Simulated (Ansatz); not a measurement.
Born–Oppenheimer molecular dynamics of BH5O (7 atoms, charge 0, multiplicity 1). It starts at the highest image of a converged band. Of that band: Neighbouring images differ by up to 1.5 eV, so the band resolves the path poorly. A vibrational analysis at the climbing image gives one clearly imaginary mode, 1425i cm⁻¹: a first-order saddle point.

Computed with RKS B3LYP/6-31G* (Ansatz 0.2.0).

| Item | Value |
| --- | --- |
| ensemble | NVE (velocity Verlet) |
| time step | 0.5 fs |
| steps asked | 200 |
| starting velocities drawn for | 100 K |
| seed | 6595 |

Frames 2.5 fs apart, positions in Å, forces in eV/Å.

Velocities at 60 fs (Å/ps):

```
B -1.68 8.00 -1.58
H 12.22 -11.59 -20.12
H -2.07 -7.28 -5.71
H 18.97 29.20 -16.72
O -0.23 -10.77 2.84
H -15.97 -0.53 18.41
H 8.50 75.34 -3.95
```

```xyz
7
Properties=species:S:1:pos:R:3:forces:R:3 time_fs=60 energy_less_start_eV=-0.529 T=917
B 0.084 0.239 -0.152 -0.64 -0.06 -0.88
H -0.068 0.737 0.908 -0.15 0.03 0.15
H 1.149 0.181 -0.669 0.53 -0.22 0.23
H -0.802 0.041 -0.979 0.13 0.01 0.80
O 0.080 -2.085 0.693 0.08 0.71 0.13
H -0.558 -2.181 -0.021 -0.26 -0.21 -0.31
H 0.913 -1.884 0.246 0.31 -0.26 -0.12
7
Properties=species:S:1:pos:R:3:forces:R:3 time_fs=62.5 energy_less_start_eV=-0.334 T=617
B 0.078 0.259 -0.159 0.44 -0.35 -1.75
H -0.044 0.716 0.876 -0.33 0.51 1.25
H 1.159 0.156 -0.675 0.28 -0.21 0.41
H -0.756 0.113 -1.000 -0.51 -0.11 0.37
O 0.081 -2.110 0.700 1.75 1.44 -0.86
H -0.603 -2.188 0.014 0.25 -0.07 -0.19
H 0.915 -1.713 0.244 -1.88 -1.21 0.75
7
Properties=species:S:1:pos:R:3:forces:R:3 time_fs=65 energy_less_start_eV=-0.350 T=639
B 0.076 0.277 -0.175 1.22 0.20 -0.30
H -0.039 0.719 0.907 -0.22 0.10 0.25
H 1.184 0.118 -0.657 -0.14 -0.15 0.48
H -0.740 0.179 -0.999 -0.99 -0.17 -0.19
O 0.088 -2.130 0.704 0.16 0.92 -0.62
H -0.633 -2.199 0.040 0.62 0.00 0.21
H 0.822 -1.608 0.280 -0.65 -0.89 0.17
7
Properties=species:S:1:pos:R:3:forces:R:3 time_fs=67.5 energy_less_start_eV=-0.282 T=537
B 0.079 0.296 -0.194 0.70 0.66 0.80
H -0.046 0.729 0.953 -0.07 -0.31 -0.97
H 1.202 0.072 -0.611 -0.34 -0.07 0.29
H -0.778 0.235 -1.005 -0.44 -0.11 0.05
O 0.095 -2.148 0.706 -1.47 -0.90 0.92
H -0.632 -2.211 0.073 -0.12 -0.19 -0.17
H 0.699 -1.546 0.322 1.74 0.93 -0.93
7
Properties=species:S:1:pos:R:3:forces:R:3 time_fs=70 energy_less_start_eV=-0.261 T=503
B 0.086 0.318 -0.208 -0.52 0.52 0.66
H -0.059 0.722 0.947 -0.01 -0.18 -0.96
H 1.201 0.021 -0.549 -0.16 0.01 -0.10
H -0.840 0.285 -1.006 0.55 -0.06 0.50
O 0.099 -2.167 0.710 0.47 0.78 0.09
H -0.636 -2.234 0.098 -0.49 -0.25 -0.39
H 0.653 -1.452 0.323 0.15 -0.81 0.21
7
Properties=species:S:1:pos:R:3:forces:R:3 time_fs=72.5 energy_less_start_eV=-0.178 T=375
B 0.090 0.343 -0.218 -0.91 -0.05 -0.11
H -0.073 0.708 0.889 -0.07 0.36 0.25
H 1.191 -0.029 -0.493 0.02 0.10 -0.42
H -0.873 0.331 -0.982 0.86 -0.05 0.31
O 0.102 -2.183 0.715 0.22 1.52 -0.96
H -0.661 -2.271 0.104 0.45 -0.07 0.29
H 0.625 -1.400 0.331 -0.56 -1.80 0.63
7
Properties=species:S:1:pos:R:3:forces:R:3 time_fs=75 energy_less_start_eV=-0.157 T=343
B 0.090 0.368 -0.230 -0.08 -0.54 -0.24
H -0.090 0.713 0.846 -0.10 0.72 1.22
H 1.180 -0.073 -0.460 -0.09 0.25 -0.51
H -0.859 0.374 -0.941 0.21 -0.05 -0.48
O 0.107 -2.195 0.717 -1.20 -0.74 0.14
H -0.665 -2.313 0.123 0.49 0.00 0.28
H 0.573 -1.440 0.369 0.78 0.37 -0.41
7
Properties=species:S:1:pos:R:3:forces:R:3 time_fs=77.5 energy_less_start_eV=-0.131 T=303
B 0.090 0.390 -0.241 0.46 -0.36 1.32
H -0.113 0.758 0.864 0.18 0.37 0.22
H 1.164 -0.102 -0.457 -0.14 0.36 -0.46
H -0.834 0.414 -0.929 -0.53 -0.03 -1.12
O 0.108 -2.209 0.720 -0.49 -1.39 1.43
H -0.645 -2.355 0.155 -0.56 -0.10 -0.60
H 0.563 -1.463 0.386 1.09 1.13 -0.79
7
Properties=species:S:1:pos:R:3:forces:R:3 time_fs=80 energy_less_start_eV=-0.170 T=363
B 0.091 0.410 -0.246 -0.49 0.10 1.74
H -0.125 0.825 0.896 0.41 -0.10 -0.88
H 1.141 -0.111 -0.481 0.04 0.33 -0.34
H -0.833 0.452 -0.977 0.02 -0.03 -0.54
O 0.107 -2.228 0.727 0.82 1.03 0.17
H -0.651 -2.402 0.158 -0.06 0.16 -0.40
H 0.607 -1.438 0.363 -0.74 -1.49 0.26
7
Properties=species:S:1:pos:R:3:forces:R:3 time_fs=82.5 energy_less_start_eV=-0.227 T=452
B 0.089 0.431 -0.242 -1.24 0.29 0.50
H -0.114 0.887 0.881 0.35 -0.22 -0.81
H 1.119 -0.100 -0.526 0.14 0.22 -0.11
H -0.831 0.488 -1.056 0.73 -0.07 0.43
O 0.108 -2.243 0.735 -0.38 0.45 -0.42
H -0.657 -2.439 0.139 0.92 0.39 0.35
H 0.617 -1.486 0.349 -0.51 -1.06 0.07
7
Properties=species:S:1:pos:R:3:forces:R:3 time_fs=85 energy_less_start_eV=-0.265 T=510
B 0.082 0.453 -0.235 -0.67 -0.06 -1.26
H -0.084 0.938 0.823 0.06 0.11 0.32
H 1.105 -0.075 -0.576 0.02 0.13 0.22
H -0.789 0.520 -1.112 0.55 -0.08 0.78
O 0.108 -2.258 0.742 -1.33 -1.33 1.10
H -0.619 -2.456 0.134 0.05 -0.03 -0.10
H 0.606 -1.585 0.333 1.33 1.25 -1.05
7
Properties=species:S:1:pos:R:3:forces:R:3 time_fs=87.5 energy_less_start_eV=-0.285 T=540
B 0.070 0.474 -0.235 0.48 -0.33 -1.64
H -0.049 0.996 0.781 -0.13 0.34 1.02
H 1.093 -0.043 -0.614 0.02 0.02 0.46
H -0.719 0.548 -1.126 -0.40 -0.04 0.25
O 0.104 -2.276 0.752 0.65 0.75 0.40
H -0.578 -2.474 0.122 -0.83 -0.42 -0.65
H 0.656 -1.634 0.269 0.21 -0.33 0.17
```

Of the whole run (100 fs, mean temperature of the second half 614 K): The conserved energy stayed within 0.26 meV per atom of its start (net change -0.012 meV per atom), so the integration is sound. The kinetic energy rose, since the run started high on the potential surface and went downhill. It ends in pieces (BH3 + H2O), so much of that is their flight and rotation, not heat. A run of 0.1 ps of so small a system gives no equilibrium averages. The orbitals stay closed-shell, which can raise the energy where a bond breaks towards radicals; this wasn't checked here.

Time of the run: 2.7 min on 1 thread of Arm Neoverse V1 (shared host), peak memory 0.083 GiB.
